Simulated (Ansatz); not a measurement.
Geometry optimisation, Ansatz 0.2.0, RKS B3LYP-D4/6-31G*.

Input:

```yaml
crystal:
  periodic: [false, false, false]
  atoms:
    - { symbol: B, position_ang: [0.255355, 0.0, 0.203421] }
    - { symbol: H, position_ang: [0.278417, 0.0, 1.393224] }
    - { symbol: F, position_ang: [1.431057, 0.0, -0.397498] }
    - { symbol: H, position_ang: [-0.728529, 0.0, -0.485346] }
basis:
  gaussian: { orbitals: "6-31G*" }
hamiltonian:
  xc: b3lyp
  dispersion: d4
relax:
  f_tol: 0.03
  max_steps: 50
```

Launched with:

```bash
$ ansatz run input.yaml --threads 1 --pin off --max-ram 2048MiB --backend cpu --events-out ev --progress --plain --runs-dir out
```

Problem. Where does it end, and by what steps?

Solution. The run converged. After 2 steps the energy has fallen by 0.005 eV; H2 moved furthest, 0.02 Å.

```json
{"step": "0", "energy less start (eV)": "0.0000", "largest force component (eV/Å)": "0.189", "accepted": "yes"}
{"step": "1", "energy less start (eV)": "-0.0045", "largest force component (eV/Å)": "0.049", "accepted": "yes"}
{"step": "2", "energy less start (eV)": "-0.0048", "largest force component (eV/Å)": "0.008", "accepted": "yes"}
```

```xyz
4
Properties=species:S:1:pos:R:3
B 0.264 0.000 0.202
H 0.260 0.000 1.398
F 1.436 0.000 -0.413
H -0.723 0.000 -0.474
```

Whether the end is a true minimum wasn't checked by a vibrational analysis.

Time of the run: 1.3 s on 1 thread of Intel(R) Xeon(R) 6975P-C (Granite Rapids) (shared host), peak memory 0.11 GiB.
